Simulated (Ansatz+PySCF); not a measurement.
Values are calculated unless marked as measured or tabulated.
**Several solutions for singlet HNO**

```yaml
atoms:
  - { symbol: N, position_ang: [0.0004, 0.4374, -0.3870] }
  - { symbol: H, position_ang: [0.0035, 1.3105, 0.2261] }
  - { symbol: O, position_ang: [0.0044, -0.5300, 0.3151] }
```

Basis set: def2-SVP (spherical functions). Charge 0, multiplicity 1.

UHF was run from several starts with Ansatz (development build ahead of 0.2.0) and PySCF 2.14.0.

```csv
run,program,start,converged,energy (hartree),<S²>
A,Ansatz,"atomic start, no search",yes,-129.68141,0.00
B,Ansatz,stability test followed,yes,-129.68555,0.43
C,PySCF,"guess minao, instabilities followed",yes,-129.68555,0.43
D,Ansatz,search for the lowest state,yes,-129.68555,0.43
E,PySCF,"guess 1e, instabilities followed",yes,-129.68555,0.43
F,PySCF,program defaults,yes,-129.68141,0.00
G,PySCF,"guess huckel, instabilities followed",yes,-129.68555,0.43
H,PySCF,"guess atom, instabilities followed",yes,-129.68555,0.43
```

Task: Which runs reached the lowest solution of this kind, and what is wrong with the others?

Result: B, C, D, E, G, H reached the lowest solution found. Converged but too high: A by 0.11 eV, F by 0.11 eV. Convergence only shows a stationary point, and even a stable one can lie too high; stability tests and further starts are what find lower ones. Caution: the unrestricted determinant is spin contaminated. Caution: the determinant breaks the point group.
